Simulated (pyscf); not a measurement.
PySCF, gas phase, ωB97X-D3(BJ)/def2-SVP geometries.

Task: What is the homolytic dissociation enthalpy (298 K, ωB97M-D3(BJ)/def2-TZVP) of the F–W bond of F–W(F)(=Se)=Se (SMILES [F][W]([F])(=[Se])=[Se]), to F• + [F–W(=Se)=Se]•?

Result: F–W to F• + [F–W(=Se)=Se]•: 5.51 eV. The 7 functionals that were run give +5.36 (M06-2X) to +6.04 eV (PBE). The radicals are drawn with the spin at the cut bond; how far it spreads was not checked. Other isomers of [F–W(=Se)=Se]• were not searched in full and may lie lower. Left out: the spin-orbit lowering of F. Open-shell species with a d-block atom are single-reference here; other states, and whether the spin sits on metal or ligand, were not checked. Elements up to Kr have no core potential and no relativistic terms here. Elements past Kr carry the def2 core potentials, without spin-orbit coupling.
